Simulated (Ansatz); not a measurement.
Ansatz (a quantum-chemistry and plane-wave program) input (CCSD(T)/aug-cc-pVDZ):

Ansatz 0.2 input:
```yaml
crystal:
  periodic: [false, false, false]
  atoms:
    - {symbol: N, position_ang: [-0.00000000, 0.00000000, 0.00000000]}
    - {symbol: H, position_ang: [-0.01073378, 1.02502493, -0.03038898]}
    - {symbol: H, position_ang: [0.89333025, -0.50366246, 0.00006664]}
    - {symbol: H, position_ang: [-0.88259648, -0.52136248, 0.03032234]}
basis:
  gaussian:
    orbitals: aug-cc-pVDZ
total_charge: 1
magnetization: {spin_polarized: true, initial_magnetization: 1}
correlation: {method: ccsd_t, electrons: outside_noble_gas}
output: {forces: true}
```

End of the output:

```
integrals: 0.03 GiB planned
479 factors; integrals over basis functions are off by at most 8.7e-4 eV
mean field: 0.08 GiB planned
mean field evaluation 1: about -1518.4864 eV, gradient 2.4e1 eV
mean field evaluation 2: about -1518.4852 eV, gradient 2.4e1 eV
mean field evaluation 4: about -1520.7869 eV, gradient 1.2e0 eV
mean field evaluation 8: about -1520.8032 eV, gradient 3.7e-4 eV
mean field evaluation 16: about -1520.8044 eV, gradient 1.4e-1 eV
mean field -1520.80320254 eV, -55.8884868559 hartree, gradient 8.0e-7 eV, S^2 0.760943; 0 other end points of the search recorded, 0 dependent functions left out
1 core orbitals not correlated
reference -1520.80320254 eV, -55.8884868559 hartree; 4, 3 occupied and 45, 46 virtual orbitals, 479 factors
densities: 0.17 GiB planned
second order -3.98658000 eV of doubles, -0.00000000 eV of singles
coupled cluster: 0.13 GiB planned
cycle   1  -4.40243386 eV  change   -4.2e-1 eV  update   3.6e-2
cycle   2  -4.53883731 eV  change   -1.4e-1 eV  update   1.4e-2
cycle   3  -4.55159025 eV  change   -1.3e-2 eV  update   4.6e-3
cycle   4  -4.55257562 eV  change   -9.9e-4 eV  update   1.7e-3
cycle   5  -4.55314526 eV  change   -5.7e-4 eV  update   5.6e-4
cycle   6  -4.55325595 eV  change   -1.1e-4 eV  update   1.3e-4
cycle   7  -4.55325515 eV  change    8.0e-7 eV  update   3.5e-5
cycle   8  -4.55325707 eV  change   -1.9e-6 eV  update   8.7e-6
cycle   9  -4.55325788 eV  change   -8.2e-7 eV  update   1.9e-6
perturbative correction -0.08066446 eV, -0.0029643641 hartree
the calculation of the forces begins
Total energy: -1525.43712488 eV, -56.0587803609 hartree
Atom 0 at    -0.000000     0.000000     0.000000 Å, force     0.000000    -0.000000     0.000000 eV/Å
Atom 1 at    -0.010734     1.025025    -0.030389 Å, force    -0.002275     0.217211    -0.006440 eV/Å
Atom 2 at     0.893330    -0.503662     0.000067 Å, force     0.189303    -0.106730     0.000014 eV/Å
Atom 3 at    -0.882596    -0.521362     0.030322 Å, force    -0.187029    -0.110481     0.006426 eV/Å
Dipole moment:    -0.000000    -0.000000     0.000000 e Å
```
